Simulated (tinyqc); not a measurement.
Worked calculation: Pariser-Parr-Pople SCF with singles CI, for the molecule C=C1C=C1 (SMILES; centres numbered as the heavy atoms are written). One step of it, computed by the program tinyqc.

Problem. Iteration 3: Fock matrix. F_rr = H_rr + P_rr gamma_rr / 2 + sum_(s != r) P_ss gamma_rs; F_rs = H_rs - P_rs gamma_rs / 2; E = tr P (H + F) / 2 + core repulsion sum_(r<s) z_r z_s gamma_rs.

P after iteration 2:
```
,1C,2C,3C,4C
1C,1.134798,0.872263,-0.306758,-0.306758
2C,0.872263,1.085762,0.316527,0.316527
3C,-0.306758,0.316527,0.889720,0.889720
4C,-0.306758,0.316527,0.889720,0.889720
```

core matrix H (eV):
```
,1C,2C,3C,4C
1C,-23.709071,-2.390000,0.000000,0.000000
2C,-2.390000,-27.198114,-2.390000,-2.390000
3C,0.000000,-2.390000,-25.453592,-2.390000
4C,0.000000,-2.390000,-2.390000,-25.453592
```

repulsion gamma_rs (eV):
```
,1C,2C,3C,4C
1C,11.130000,5.345539,3.601766,3.601766
2C,5.345539,11.130000,5.346287,5.346287
3C,3.601766,5.346287,11.130000,5.345539
4C,3.601766,5.346287,5.345539,11.130000
```

Centres (angstrom, eV; a flat drawing with bonds scaled to 1.40 angstrom):
```
centre,x,y,core charge z,W,gamma_rr
1C,1.656000,0.000000,1,11.160000,11.130000
2C,0.256000,0.000000,1,11.160000,11.130000
3C,-0.956000,0.700000,1,11.160000,11.130000
4C,-0.956000,-0.700000,1,11.160000,11.130000
```

Give: F; pi energy.

Solution.

F (eV):
```
,1C,2C,3C,4C
1C,-5.1808,-4.7214,0.5524,0.5524
2C,-4.7214,-5.5763,-3.2361,-3.2361
3C,0.5524,-3.2361,-5.8542,-4.7680
4C,0.5524,-3.2361,-4.7680,-5.8542
```

pi energy = -49.9249 eV
